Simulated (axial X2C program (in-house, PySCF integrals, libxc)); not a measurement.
## What spin–orbit coupling does to NO

All values were computed with an in-house relativistic program for diatomic molecules. Spin-free means the one-electron spin-free X2C Hamiltonian; two-component (2c) means X2C with spin–orbit coupling and atomic mean-field two-electron Coulomb and Gaunt terms, so the difference of the two also holds small scalar two-electron terms. Basis: O dyall-av3z [7s6p3d2f], N dyall-av3z [7s7p3d2f] (cores contracted in-house); Gaussian nuclei, density fitting, unrestricted open shells. Masses: O 15.995 u, N 14.003 u.

Spin-free state: M_S = 1/2, Λ = 1 (beyond evenly filled blocks: π+α); fragments O + N.

```
    level  Re (Å)  ωe (cm⁻¹)  De (eV)  μ (D)
     PBE0   1.140     2023.9    6.577  -0.16
     CCSD   1.145     2060.4    5.920    n/a
BHandHLYP   1.128     2108.3    5.683  -0.07
```

Correlated methods: 11 electrons correlated (number of frozen shells: O 1 s; N 1 s), 197 virtual spin orbitals or spinors in MP2, 90 natural virtuals in coupled cluster.

Dipoles are positive if N is the positive end.

Within this multiplet, which Ω should lie lowest by the rule for regular and inverted multiplets?

The open π shell holds one electron, so the multiplet is regular: Ω = Λ − 1/2 = 1/2. The PBE0 2c search agrees, though Ω = 3/2 of the search lies only 0.02 eV higher.

Two-component determinant lowest at the distance of the search:

Ω = 1/2 (⟨Sz⟩ = -0.50, ⟨Lz⟩ = 1.00 at HF); fragments O + N.

```
    level  Re (Å)  ωe (cm⁻¹)  De (eV)  μ (D)
     PBE0   1.140     2023.8    6.588  -0.16
     CCSD   1.145     2059.8    5.929    n/a
BHandHLYP   1.128     2108.2    5.694  -0.07
```

From the two tables, how do the constants change at the CCSD level (2c against spin-free)?

At the CCSD level Re is unchanged within 0.001 Å and ωe goes down by 0.6 cm⁻¹; De changes by 0.009 eV.

One determinant describes the state; a PBE0 search over occupations chose it and may have missed a lower one. Dissociation energies refer to the lowest single-determinant-based atoms at the same level and basis. Density functionals use the spin component along the axis (collinear). CCSD ran in a truncated set of natural virtual spinors with an MP2 remainder; without triples it tends to underbind. In 2c an atomic determinant is not the ground J level, so De misses part of the atomic spin–orbit lowering. This holds for PBE0, BHandHLYP. The functionals have no current-density term, which raises determinants with orbital currents, atoms included. The determinant is spin-polarised beyond a pure state at some levels (its spin-free form has ⟨S²⟩ too high), which makes Re and μ there less reliable.
